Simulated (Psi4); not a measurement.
# A workflow on CF (SMILES [C]F)

We compute a structure relaxation (UHF-3c/MINIX), then vibrational wavenumbers, then the energy (UCCSD(T)/def2-TZVP) of CF. 

Program for the calculation: Psi4 1.11.

### 1 Starting point

CF: 2 atoms, total charge 0, spin state doublet. SMILES: `[C]F`. All atoms were displaced at random from a relaxed shape. The run starts from this shape.

Bond lengths: C1–F2 1.370 Å.

### 2 A structure relaxation at UHF-3c/MINIX (density fitting) (run 1)

Input file cf.xyz:

```xyz
2
CF
C      0.013413     0.058636    -0.090667
F     -0.022781    -0.021349     1.276229
```

Input file run.py:

```python
import psi4

psi4.set_memory(1600000000)
psi4.set_num_threads(1)
psi4.core.set_output_file('cf.out', False)

with open('cf.xyz') as f:
    atoms = ''.join(f.readlines()[2:])
m = psi4.geometry('0 2\n' + atoms + '')

psi4.set_options(dict(reference='uks', geom_maxiter=60))

energy_value, wavefunction = psi4.optimize("hf-3c", molecule=m, return_wfn=True)
print(f'total energy {energy_value:.8f} hartree = {energy_value * 27.211386:.5f} eV')
print(m.to_string(dtype='xyz', units='Angstrom'))
for k, v in sorted(psi4.core.scalar_variables().items()):
    print(f'{k:45s} {v:18.10f}')
```

The run is started by

```sh
python run.py
```

cf.out:

```text
[...]
  Running in c2v symmetry.
[...]
  Nuclear repulsion =   20.862458196179812
[...]
  Multiplicity = 2
[...]
  Nalpha       = 8
  Nbeta        = 7
[...]
    Number of basis functions: 10
[...]
   @DF-UKS iter   1:  -136.30537485794432   -1.02576e+00   2.02350e-02 ADIIS/DIIS
[...]
   @DF-UKS iter   7:  -136.32676147403762   -9.37916e-13   6.85353e-09 DIIS
[...]
   @S^2 Observed:                7.527495528E-01
[...]
    Orbital Energies [Eh]
    ---------------------
    Alpha Occupied:
       1A1   -26.094837     2A1   -11.201884     3A1    -1.679284
       4A1    -0.873569     1B1    -0.739359     1B2    -0.681955
       5A1    -0.538672     2B1    -0.357640
    Alpha Virtual:
       2B2     0.149342     6A1     0.559911
    Beta Occupied:
       1A1   -26.090637     2A1   -11.175439     3A1    -1.663659
       4A1    -0.825504     1B2    -0.682660     1B1    -0.670107
[...]
  @DF-UKS Final Energy:  -136.32676147403762
   => Energetics <=
    Nuclear Repulsion Energy =             22.1976060489388658
    One-Electron Energy =                -233.2052210257337208
    Two-Electron Energy =                  74.7268591625758489
    Total Energy =                       -136.3267614740376246
  UHF NO Occupations:
  HONO-2 :    1 B2 1.9997468
  HONO-1 :    5 A1 1.9988778
  HONO-0 :    2 B1 1.0000000
  LUNO+0 :    6 A1 0.0011222
  LUNO+1 :    2 B2 0.0002532
[...]
 Multipole Moments:
 ------------------------------------------------------------------------------------
     Multipole            Electronic (a.u.)      Nuclear  (a.u.)        Total (a.u.)
 ------------------------------------------------------------------------------------
 L = 1.  Multiply by 2.5417464519 to convert [e a0] to [Debye]
 Dipole X            :          0.0000000           -0.0000000           -0.0000000
 Dipole Y            :          0.0000000            0.0000000            0.0000000
 Dipole Z            :          0.4779668           -0.4701165            0.0078503
 Magnitude           :                                                    0.0078503
[...]
  -Total Gradient:
     Atom            X                  Y                   Z
    ------   -----------------  -----------------  -----------------
       1        0.000000000000    -0.000000000000     0.000298181798
       2        0.000000000000     0.000000000000    -0.000298181798
[...]
    Final optimized geometry and variables:
    Molecular point group: c2v
    Full point group: C_inf_v
    Geometry (in Angstrom), charge = 0, multiplicity = 2:
    C            0.000000000000     0.000000000000    -0.788980973615
    F            0.000000000000    -0.000000000000     0.498345655805
[...]
```

Standard output:

```text
Some dependencies such as QCElemental have not yet finished migration to pydantic v2. If issues are encountered please downgrade pydantic or upgrade QCElemental as appropriate
Optimizer: Optimization complete!
total energy -136.32676147 hartree = -3709.64013 eV
2
0 2 CF
C                     0.000000000000     0.000000000000    -0.788980973615
F                     0.000000000000     0.000000000000     0.498345655805

CURRENT ENERGY                                   -136.3267614740
CURRENT REFERENCE ENERGY                         -136.3267614740
DD SOLVATION ENERGY                                 0.0000000000
DISPERSION CORRECTION ENERGY                       -0.0020910219
HF KINETIC ENERGY                                 137.2041553672
HF POTENTIAL ENERGY                              -273.5309168413
HF TOTAL ENERGY                                  -136.2807558142
HF VIRIAL RATIO                                     1.9936051945
HF3C DISPERSION CORRECTION ENERGY                  -0.0020910219
NUCLEAR REPULSION ENERGY                           22.1976060489
ONE-ELECTRON ENERGY                              -233.2052210257
OPTIMIZATION ITERATIONS                             5.0000000000
PCM POLARIZATION ENERGY                             0.0000000000
PE ENERGY                                           0.0000000000
SCF ITERATION ENERGY                             -136.3267614740
SCF ITERATIONS                                      7.0000000000
SCF TOTAL ENERGY                                 -136.3267614740
TWO-ELECTRON ENERGY                                74.7268591626
```

Wall time 3.3 s (1 thread of Intel Xeon 6975P-C (Granite Rapids), shared host); peak memory 0.21 GiB.

The path in brief:

```
step  energy from the first frame kept (eV)  largest force (eV/Å)
   0                                 0.0000                3.4637
   1                                -0.1496                0.6942
   2                                -0.1540                0.2049
   3                                -0.1543                0.0553
   4                                -0.1544                0.0153
```

After the run. Bond lengths: C1–F2 1.287 Å.

### 3 The harmonic vibrations at UHF-3c/MINIX (density fitting) (run 2)

Input file cf.in:

```
memory 1600 MB

molecule {
  0 2
  C      0.012079     0.055687    -0.040278
  F     -0.021938    -0.019487     1.244402
  units angstrom
}

set {
  reference uks
  t 298.15
  rotational_symmetry_number 1
}

frequencies('hf-3c')
```

The run is started by

```sh
psi4 cf.in cf.out -n 1
```

cf.out:

```text
[...]
  Running in c2v symmetry.
[...]
  Nuclear repulsion =   22.197598426427795
[...]
  Multiplicity = 2
[...]
  Nalpha       = 8
  Nbeta        = 7
[...]
    Number of basis functions: 10
[...]
   @DF-UKS iter   1:  -136.31616315650928   -8.65878e-01   1.73016e-02 ADIIS/DIIS
[...]
  -Total Gradient:
     Atom            X                  Y                   Z
    ------   -----------------  -----------------  -----------------
       1        0.000000000000    -0.000000000000     0.000297719034
       2        0.000000000000     0.000000000000    -0.000297719034
[...]
   @DF-UKS iter  12:  -136.32676147429984   -5.68434e-14   8.59901e-10 DIIS
[...]
   @S^2 Observed:                7.527495535E-01
[...]
    Orbital Energies [Eh]
    ---------------------
    Alpha Occupied:
       1A1   -26.094837     2A1   -11.201884     3A1    -1.679283
       4A1    -0.873569     1B2    -0.739359     1B1    -0.681955
       5A1    -0.538672     2B2    -0.357640
    Alpha Virtual:
       2B1     0.149342     6A1     0.559910
    Beta Occupied:
       1A1   -26.090636     2A1   -11.175440     3A1    -1.663659
       4A1    -0.825504     1B1    -0.682660     1B2    -0.670106
[...]
  @DF-UKS Final Energy:  -136.32676147429984
   => Energetics <=
    Nuclear Repulsion Energy =             22.1975984264277955
    One-Electron Energy =                -233.2052083696536329
    Two-Electron Energy =                  74.7268540383001465
    Total Energy =                       -136.3267614742998148
  UHF NO Occupations:
  HONO-2 :    1 B1 1.9997468
  HONO-1 :    5 A1 1.9988778
  HONO-0 :    2 B2 1.0000000
  LUNO+0 :    6 A1 0.0011222
  LUNO+1 :    2 B1 0.0002532
[...]
 Multipole Moments:
 ------------------------------------------------------------------------------------
     Multipole            Electronic (a.u.)      Nuclear  (a.u.)        Total (a.u.)
 ------------------------------------------------------------------------------------
 L = 1.  Multiply by 2.5417464519 to convert [e a0] to [Debye]
 Dipole X            :          0.0000000           -0.0000000           -0.0000000
 Dipole Y            :          0.0000000            0.0000000            0.0000000
 Dipole Z            :          0.4779662           -0.4701167            0.0078495
 Magnitude           :                                                    0.0078495
[...]
  ==> Harmonic Vibrational Analysis <==
[...]
  Freq [cm^-1]                1411.8472
[...]
  Total E_0, Enthalpy at 0 [K]                                                         -136.32354505 [Eh]
[...]
  Total H, Enthalpy at  298.15 [K]                                                     -136.32023332 [Eh]
[...]
  Total G, Gibbs energy at  298.15 [K]                                                 -136.34378245 [Eh]
[...]
```

Run time: 2.7 s. Hardware: 1 thread of Intel Xeon 6975P-C (Granite Rapids), shared host; peak memory 0.22 GiB.

### 4 A single-point energy at UCCSD(T)/def2-TZVP (run 3)

Input file cf.inp:

```
memory 1600 mb

molecule mol {
  0 2
  C      0.012079     0.055687    -0.040278
  F     -0.021938    -0.019487     1.244402
  symmetry c1
}

set globals {
  reference       uhf
  scf_type        pk
  num_frozen_docc 2
}

e_tot, wfn = energy('ccsd(t)/def2-TZVP', return_wfn=True)
```

The run is started by

```sh
psi4 -i cf.inp -o cf.out -n 1
```

cf.out:

```text
[...]
  Running in c1 symmetry.
[...]
  Nuclear repulsion =   22.197598426427795
[...]
  Multiplicity = 2
[...]
  Nalpha       = 8
  Nbeta        = 7
[...]
    Number of basis functions: 62
[...]
   @UHF iter   1:  -137.20342050495739   -7.41067e-01   3.54700e-03 DIIS/ADIIS
[...]
   @UHF iter  13:  -137.23146603328144   -1.76215e-12   5.29048e-09 DIIS
[...]
   @S^2 Observed:                7.622703550E-01
[...]
    Orbital Energies [Eh]
    ---------------------
    Alpha Occupied:
       1A    -26.386128     2A    -11.388190     3A     -1.717316
       4A     -0.938111     5A     -0.795623     6A     -0.741039
       7A     -0.601417     8A     -0.403999
    Alpha Virtual:
       9A      0.062413    10A      0.211751    11A      0.267872
      12A      0.310781    13A      0.358464    14A      0.557086
      15A      0.613627    16A      0.739832    17A      0.746592
      18A      0.810594    19A      0.811862    20A      0.991162
      21A      1.005822    22A      1.039137    23A      1.249971
      24A      1.501861    25A      1.619016    26A      1.669401
[...]
  @UHF Final Energy:  -137.23146603328144
   => Energetics <=
    Nuclear Repulsion Energy =             22.1975984264277955
    One-Electron Energy =                -233.5556309994611013
    Two-Electron Energy =                  74.1265665397518774
    Total Energy =                       -137.2314660332814356
  UHF NO Occupations:
  HONO-2 :    6  A 1.9993157
  HONO-1 :    7  A 1.9947235
  HONO-0 :    8  A 1.0000000
  LUNO+0 :    9  A 0.0052765
  LUNO+1 :   10  A 0.0006843
[...]
 Multipole Moments:
 ------------------------------------------------------------------------------------
     Multipole            Electronic (a.u.)      Nuclear  (a.u.)        Total (a.u.)
 ------------------------------------------------------------------------------------
 L = 1.  Multiply by 2.5417464519 to convert [e a0] to [Debye]
 Dipole X            :         -0.0000000           -0.0000000           -0.0000000
 Dipole Y            :         -0.0000000           -0.0000000           -0.0000000
 Dipole Z            :          0.5983189           -0.4701167            0.1282022
 Magnitude           :                                                    0.1282022
[...]
      * MP2 total energy                      = -137.581362791188042
[...]
      * CCSD total energy                     = -137.596510794611703
[...]
      * CCSD(T) total energy                     = -137.609383139460846
[...]
```

It took 7.5 s on 1 thread of Intel Xeon 6975P-C (Granite Rapids), shared host; peak memory 0.38 GiB.

### 5 Outcome

| quantity | value |
| --- | --- |
| run 1, UHF-3c/MINIX: total energy at the end | -136.32676 Eh |
| run 1, UHF-3c/MINIX: dipole moment | 0.02 D |
| run 1, UHF-3c/MINIX: HOMO energy (highest over α and β) | -9.73 eV |
| run 1, UHF-3c/MINIX: LUMO energy (lowest over α and β) | 4.06 eV |
| run 1, UHF-3c/MINIX: bond length | 1.287 Å |
| run 1, UHF-3c/MINIX: ⟨S²⟩ | 0.753 |
| run 2, UHF-3c/MINIX: harmonic wavenumber | 1412 cm⁻¹ |
| run 2, UHF-3c/MINIX: zero-point energy | 8.4 kJ/mol |
| run 2, UHF-3c/MINIX: ideal-gas entropy at 298.15 K (symmetry number 1 as used) | 49.6 cal/(mol K) |
| run 3, UCCSD(T)/def2-TZVP: total energy | -137.60938 Eh |
| run 3, UCCSD(T)/def2-TZVP: HOMO energy (Hartree–Fock orbitals) (highest over α and β) | -10.99 eV |
| run 3, UCCSD(T)/def2-TZVP: LUMO energy (Hartree–Fock orbitals) (lowest over α and β) | 1.70 eV |
| run 3, UCCSD(T)/def2-TZVP: correlation energy (2 core orbitals frozen) | -377.9 mEh |
| run 3, UCCSD(T)/def2-TZVP: (T) correction | -12.87 mEh |
| run 3, UCCSD(T)/def2-TZVP: ⟨S²⟩ of the reference determinant | 0.762 |
| run 3, UCCSD(T)/def2-TZVP: T1 diagnostic | 0.029 |

The optimisation (run 1, UHF-3c/MINIX) took 5 steps and changed the energy by -0.154 eV. The one mode (run 2, UHF-3c/MINIX) is real, so the shape is a minimum at this level. The triples (run 3, UCCSD(T)/def2-TZVP) make up 3.4 % of the correlation energy.
